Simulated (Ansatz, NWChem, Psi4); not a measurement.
A correction line for CAM-B3LYP/cc-pVTZ: atomisation enthalpy at 298 K

The atomisation enthalpy at 298 K in kJ/mol of 7 N-containing molecules: x at CAM-B3LYP/cc-pVTZ, y from tabulated heats of molecules and atoms (Active Thermochemical Tables, NIST-JANAF tables). Shapes, held fixed at every level: PBE0-D4/def2-TZVP. Flexible molecules stand in one conformer, not always the lowest. Computed values hold a harmonic thermal term (PBE0-D4/def2-TZVP) and the atoms' spin-orbit lowering. Programs: Ansatz 0.2.0, NWChem 7.3.0, Psi4 1.11.

| molecule | x (kJ/mol) | y (kJ/mol) |
| --- | --- | --- |
| NClO (nitrosyl chloride) | 775 | 790 |
| NF3 (nitrogen trifluoride) | 870 | 843 |
| N2O (nitrous oxide) | 1120 | ? |
| HCN (hydrogen cyanide) | 1274 | 1278 |
| HOCN (cyanic acid) | 1672 | 1671 |
| N2H4 (hydrazine) | 1739 | 1721 |
| CH3N (methanimine) | 1762 | 1755 |

Q: Fit y = c + s·x to the known rows and predict y for N2O.

A: 
1. Means of the 6 rows: x = 1348.67, y = 1343.0.
2. Σ(Δx)² = 991539, Σ(Δx·Δy) = 985317, so the slope is 985317/991539 = 0.99372.
3. Intercept: 1343.0 − (0.99372) × 1348.67 = 2.8. The largest residual of the fit is 24.
4. N2O: 2.8 + 0.99372 × 1120 = 1116 kJ/mol.

The tabulated heats give 1112 kJ/mol, so the prediction is off by +4 kJ/mol, within the largest residual. Uncorrected, CAM-B3LYP/cc-pVTZ misses it by +8 kJ/mol, and the other rows by 12 on average. The line removes about 50 % of this miss. Left out in turn, the other rows are missed by 19 kJ/mol on average, worse than no correction.
